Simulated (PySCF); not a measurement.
# C4H6O (Vinyl ether): the cost of one run

The runs use PySCF 2.14.0, with density-fitted response routines of our own; the level of theory stands in each step. All values are computed, except where a source is named. Atoms count from 0, in the outputs and in this text.

## Step 1: The molecule as given

11 atoms, charge 0, multiplicity 1; geometry from: GFN2-xTB. The atoms were then displaced at random by about 0.01 Å, so the start is not that level's minimum.

Bonds of the start (Å): C0–C1 1.29, C1–O2 1.35, O2–C3 1.41, C3–C4 1.29, C0–H5 1.07, C0–H6 1.10, C1–H7 1.08, C3–H8 1.09, C4–H9 1.08, C4–H10 1.07.

## Step 2: Geometry optimisation at PBE0-D3(BJ)/def2-SVP

Job settings and geometry (Å):

```
{"job": {"xc": "PBE0", "basis": "def2-SVP", "d3": "d3bj", "grid": 1, "shake": 0.01, "kind": "geom"}, "charge": 0, "multiplicity": 1}
C     -2.330590    -0.244550     0.061970
C     -1.074910    -0.469390     0.274520
O     -0.109340     0.321290    -0.236230
C      1.233630     0.007910     0.038910
C      2.206950     0.719290    -0.430030
H     -3.113050    -0.852350     0.466180
H     -2.654730     0.619810    -0.533420
H     -0.721090    -1.306010     0.866960
H      1.350190    -0.870630     0.679480
H      3.221230     0.459240    -0.181230
H      2.029820     1.589550    -1.022760
```

Started as:

```console
OMP_NUM_THREADS=1 python probes_run.py task.json out
```

The driver reads the jobs from task.json and runs them one after another.

**Question.** How long does this first job take on 1 thread of Intel Xeon Platinum 8375C at 2.90GHz, shared host, and how much memory does it need?

About 29 s, with a peak of 0.41 GiB.
